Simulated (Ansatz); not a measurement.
A nudged elastic band was laid between two geometries of BH5N2 (8 atoms, charge 0, multiplicity 1).

These are results of Ansatz 0.2.0, RKS B3LYP-D4/def2-SVP, not measurements.

```yaml
movable_images: 7
climbing_image: yes
spring: 5.0 eV/Å²
optimiser: quadratic models (default)
start_path: through a guess of the saddle point
force_threshold: 0.05 eV/Å
iteration_limit: 60
end_points: relaxed
```

First end point:

```xyz
8
Properties=species:S:1:pos:R:3
B 0.165 -0.274 0.186
H -0.011 -0.967 1.164
N 1.489 0.095 -0.146
H 2.282 -0.202 0.406
H 1.743 0.669 -0.941
N -0.964 0.125 -0.566
H -1.902 -0.149 -0.310
H -0.926 0.702 -1.398
```

Last end point:

```xyz
8
Properties=species:S:1:pos:R:3
B -0.946 -0.323 0.632
H 1.454 -0.290 1.014
N 2.075 -0.023 0.244
H 1.882 -0.668 -0.523
H 1.786 0.908 -0.056
N -1.342 0.038 -0.638
H -2.329 0.056 -0.895
H -0.703 0.302 -1.383
```

Which bonds break or form, and what moves?

Bonds broken: B1–H2, B1–N3. Bonds formed: H2–N3. BH5N2 becomes BH2N + H3N.

What energy profile does the band end with?

The run converged. The highest image is number 7 of 0 to 8, 101.1 kcal/mol above the first end and 3.1 kcal/mol above the last; the last end lies 98.1 kcal/mol above the first. The profile has 3 maxima (images 1, 5, 7) with wells between them (images 2, 6): this band takes more than one step, which may be the mechanism or a detour left from its start path. Neighbouring images differ by up to 2.7 eV, so the band resolves the path poorly. A vibrational analysis at the climbing image gives one clearly imaginary mode, 741i cm⁻¹: a first-order saddle point. The orbitals stay closed-shell, which can raise the energy where a bond breaks towards radicals; this wasn't checked here.

```csv
image,path coordinate (Å),energy (kcal/mol),B1–H2 (Å),B1–N3 (Å),H2–N3 (Å)
0,0.00,0.0,1.21,1.41,2.26
1,1.54,13.4,1.22,1.48,2.39
2,3.07,8.2,1.22,1.41,2.27
3,4.61,27.5,1.21,1.40,1.94
4,6.15,88.6,2.17,1.66,1.03
5,7.68,89.2,2.22,1.67,1.02
6,9.22,87.7,2.17,1.65,1.03
7,10.75,101.1,3.15,2.76,1.01
8,13.00,98.1,2.43,3.06,1.02
```

What is the geometry of the highest image?


```xyz
8
Properties=species:S:1:pos:R:3
B -0.642 -1.183 -0.257
H 1.561 0.696 0.978
N 1.771 0.083 0.206
H 1.591 -0.908 0.296
H 2.015 0.470 -0.692
N -1.293 -0.018 -0.616
H -2.274 -0.036 -0.887
H -0.852 0.896 -0.632
```

Run time: 11 min on 1 thread of Arm Neoverse V1, on a shared host, peak memory 0.1 GiB.
